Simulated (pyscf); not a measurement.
PySCF, gas phase, ωB97X-D3(BJ)/def2-SVP geometries.

PBE/def2-TZVP puts the barrier of Cl–Si•(Cl)–Cl + water (H₂O) → hydrogen chloride (HCl) + HO–Si•(Cl)–Cl (four-centre exchange; doublet surface; Cl–Si, H–O broken, Cl–H, O–Si formed) at 0.28 eV and the reaction energy at -0.02 eV, from the separated reactants. What do B3LYP-D3(BJ)/def2-TZVP, M06-2X/def2-TZVP, ωB97M-D3(BJ)/def2-TZVP give on the same structures?

B3LYP-D3(BJ): ΔE‡ = 0.41 eV, ΔE = -0.05 eV; M06-2X: ΔE‡ = 0.40 eV, ΔE = -0.08 eV; ωB97M-D3(BJ): ΔE‡ = 0.45 eV, ΔE = -0.06 eV. PBE's barrier lies under all of them, by 0.12 to 0.16 eV. Its reaction energy lies over all of them, by 0.03 to 0.07 eV. Low barriers are usual for a GGA, whose delocalisation error favours stretched bonds. This is the saddle that the search found; another between the same sides may lie lower.
